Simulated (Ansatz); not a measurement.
Computed with Ansatz.

C3H8OS (`CCS(C)=O`) at its PBE0-D4/def2-TZVP geometry, where that method's forces vanish. Total charge 0; spin multiplicity 1.

| atom | x (Å) | y (Å) | z (Å) |
| --- | --- | --- | --- |
| C1 | -0.4271 | 0.3818 | -1.5595 |
| C2 | 0.4812 | 0.8202 | -0.4292 |
| S3 | -0.2342 | 0.5914 | 1.2182 |
| C4 | -0.1925 | -1.2061 | 1.2445 |
| O5 | 0.7917 | 1.0477 | 2.1859 |
| H6 | -0.0212 | 0.7105 | -2.5183 |
| H7 | -1.4251 | 0.8150 | -1.4566 |
| H8 | -0.5309 | -0.7037 | -1.6035 |
| H9 | 0.6723 | 1.8958 | -0.4644 |
| H10 | 1.4486 | 0.3102 | -0.4292 |
| H11 | -0.5149 | -1.5052 | 2.2418 |
| H12 | 0.8308 | -1.5433 | 1.0689 |
| H13 | -0.8787 | -1.6144 | 0.5014 |

Q: For each bond, give half the difference of the two atoms' forces along it (eV/Å; positive pushes the atoms apart) under PBE-D4, r2SCAN-D4, B3LYP-D4, ωB97M-V in def2-TZVPP. (Best estimate.)

A: The calculation gave: 
```tsv
bond	length (Å)	PBE-D4	r2SCAN-D4	B3LYP-D4	ωB97M-V
C1–C2	1.515	-0.07	0.08	0.18	0.24
C1–H6	1.092	0.10	-0.04	-0.08	-0.09
C1–H7	1.093	0.11	-0.03	-0.06	-0.08
C1–H8	1.091	0.11	-0.04	-0.07	-0.08
C2–S3	1.811	0.17	0.15	0.18	-0.03
C2–H9	1.093	0.12	-0.05	-0.13	-0.10
C2–H10	1.094	0.09	-0.05	-0.12	-0.11
S3–C4	1.798	0.16	0.16	0.24	0.05
S3–O5	1.482	0.82	0.28	0.30	0.13
C4–H11	1.090	0.09	-0.04	-0.10	-0.06
C4–H12	1.092	0.09	-0.03	-0.07	-0.06
C4–H13	1.091	0.06	-0.05	-0.08	-0.05
```

B3LYP here is the variant with VWN-RPA as its local correlation; programs differ in this.
